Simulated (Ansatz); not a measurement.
H–F + Cl• → F• + HCl at 500 K and 1 bar (hydrogen abstraction from the F–H bond).

Isolated molecules relaxed with PBE0-D4/def2-TZVP in Ansatz; ΔE leaves out vibrations. CBS: def2 TZ/QZ extrapolation, frozen cores. No spin–orbit coupling; open shells (•) take unrestricted orbitals. Spin–orbit coupling would lower the free atoms: a little for Cl, F.

| species | CCSD(T)/CBS energy (Eh) | H − E (kJ/mol) | S (J/(mol·K)) |
| --- | --- | --- | --- |
| H–F | -100.39431 | 39.4 | 188.7 |
| Cl• | -459.71044 | 10.4 | 179.0 |
| F• | -99.66806 | 10.4 | 171.2 |
| HCl | -460.38167 | 32.5 | 201.9 |

H − E and S are ideal-gas, rigid-rotor, harmonic terms from PBE0-D4/def2-TZVP, with the whole ground term of open shells counted as degenerate. 1 Eh = 2625.50 kJ/mol, R = 8.31446 J/(mol·K).

Q: By hand: ΔE, ΔH, ΔS and ΔG.

A: ΔE = (-99.66806) + (-460.38167) − (-100.39431) − (-459.71044) = 0.05502 Eh = 144.5 kJ/mol. Δ(H − E) = 10.4 + 32.5 − 39.4 − 10.4 = -6.9, so ΔH = 137.6 kJ/mol. ΔS = 171.2 + 201.9 − 188.7 − 179.0 = 5.4 J/(mol·K). ΔG = 137.6 − 500 × (5.4)/1000 = 134.9 kJ/mol.

Q: By hand: the equilibrium constant, and the temperature at which ΔG would vanish if ΔH and ΔS stayed fixed.

A: log₁₀ K = −ΔG/(RT ln 10) = -14.1. ΔG = 0 at ΔH/ΔS = 25481 K, far beyond where these terms or the molecules hold.

The number of gas molecules stays the same, so ΔS is small and ΔH decides. A doubt of 5 kJ/mol in ΔE shifts log₁₀ K by 0.5 here. These are equilibria of isolated gas molecules and say nothing of rates. Largest T1 diagnostic: 0.008 (customary marks: 0.02 for closed shells, 0.045 for open ones).
